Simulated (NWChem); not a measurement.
CH6Si; SMILES C[SiH3]

```xyz
8

Si     0.0000     0.0000     0.6352
C      0.0000     0.0000    -1.2459
H      0.9896     0.9896     1.1643
H      0.3622    -1.3519     1.1643
H     -1.3519     0.3622     1.1643
H     -0.2663     0.9938    -1.6368
H     -0.7275    -0.7275    -1.6368
H      0.9938    -0.2663    -1.6368
```
Atoms are numbered in this order, from 1.

All runs: NWChem. Pople sets run with spherical d functions. All runs use the structure optimised with PBE0/def2-SVP. B3LYP is NWChem's, with the RPA form of VWN correlation.

**Question.** Order these by “orbital gap (eV)”, lowest first: B3LYP/6-311++G**; B3LYP/6-31G*; B3LYP/STO-3G.

**Answer.** B3LYP/6-311++G** (8.68), B3LYP/6-31G* (9.93), B3LYP/STO-3G (15.35)
